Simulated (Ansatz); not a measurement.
# LiPH2 (triplet): the correlation ladder at distance P1–H4 = 2.000 Å, 6-31G

Aim: climb from Hartree-Fock through coupled cluster and multireference methods for LiPH2 (triplet) at one geometry and basis, and see what each rung misses.

The runs use Ansatz 0.2.0, Gaussian basis; 6-31G, core rule «outside noble gas», up to 6 orbitals frozen.

Plan: UHF; CCSD(T) on ROHF; CCSD(T) on UHF; BCCD(T) on ROHF; CISD; CCSDT(Q) on ROHF; CCSDT(Q) on UHF; CASSCF and MRCISD+Q, 4 electrons in 4 orbitals; CASSCF and NEVPT2, 4 electrons in 4 orbitals; Full CI.

44 further runs of the same task are left out: 23 for a known fault of the program, 18 that didn't finish, 3 set aside as unsound or not needed.

## Step 1: The system

The geometry derives from a PBE0/def2-TZVP stationary point (not a proven minimum). One bond is set to the value named and the two fragments are kept rigid.

4 atoms, charge 0, spin multiplicity 3.

Atoms are counted from 1 here; the program's logs count them from 0.

Bond lengths: P1–H3 1.430 Å.

## Step 2: UHF

The input, in.yaml:

```yaml
crystal:
  periodic: [false, false, false]
  atoms:
    - {symbol: P, position_ang: [0.000000, 0.041365, 0.484857]}
    - {symbol: Li, position_ang: [0.000000, 0.012936, -2.581547]}
    - {symbol: H, position_ang: [0.000000, 0.518346, 1.832783]}
    - {symbol: H, position_ang: [0.000000, -1.878579, 1.045047]}
basis:
  gaussian: {orbitals: 6-31G}
magnetization: {spin_polarized: true, initial_magnetization: 2}
hamiltonian: {xc: hf}
output: {orbitals: {seedname: orbitals}}
```

Started as:

```bash
ansatz run in.yaml --threads 1 --pin off --events-out ev --progress --plain --max-ram 2393MiB
```

The runs that follow: CCSD(T) on ROHF; CCSD(T) on UHF; BCCD(T) on ROHF; CISD; CCSDT(Q) on ROHF; CCSDT(Q) on UHF; CASSCF and MRCISD+Q, 4 electrons in 4 orbitals; CASSCF and NEVPT2, 4 electrons in 4 orbitals; Full CI.

Before running them: what should the planned runs give, taken together? Wanted: FCI from the RHF energy; RMP2 from FCI; UMP2 from FCI; RCCSD from FCI; RCCSD(T) from FCI; UCCSD(T) from FCI; RCCSDT(Q) from FCI; UCCSDT(Q) from FCI; NEVPT2 pair from FCI.

The runs gave:

| quantity | value |
| --- | --- |
| FCI from the ROHF energy | -2.3965 eV |
| RMP2 from FCI | +785.7 meV |
| UMP2 from FCI | +926.1 meV |
| RCCSD from FCI | +45.8 meV |
| RCCSD(T) from FCI | +12.7 meV |
| UCCSD(T) from FCI | +17.6 meV |
| RCCSDT(Q) from FCI | +0.5 meV |
| UCCSDT(Q) from FCI | +0.6 meV |
| NEVPT2 pair from FCI | +374.4 meV |
| MRCISD+Q pair from FCI | -2.2 meV |
| levels within 1 kcal/mol (43 meV) | RCCSD(T), UCCSD(T), BCCD(T), RCCSDT, UCCSDT, RCCSDT(Q), UCCSDT(Q), MRCISD+Q pair |
| T1 diagnostic | 0.024 |
| effectively unpaired electrons | 2.14 |

**Reading.** RCCSD(T) misses by +12.7 meV, 0.5 % of the correlation energy. MRCISD+Q pair falls below full CI: the +Q correction isn't variational, and the cores differ from full CI's. One determinant dominates. Of the multireference levels listed MRCISD+Q pair comes nearest in total energy (-2.2 meV), which doesn't show that its space is the better one. These misses are within one basis, not against nature; the frozen cores of restricted and unrestricted runs differ, which can shift their rows.

Levels on UHF freeze UHF's core orbitals, full CI those of ROHF, so the U rows can settle a little off it for that reason alone.

With open shells the CI space here admits some triples and quadruples, so it is larger than plain CISD.
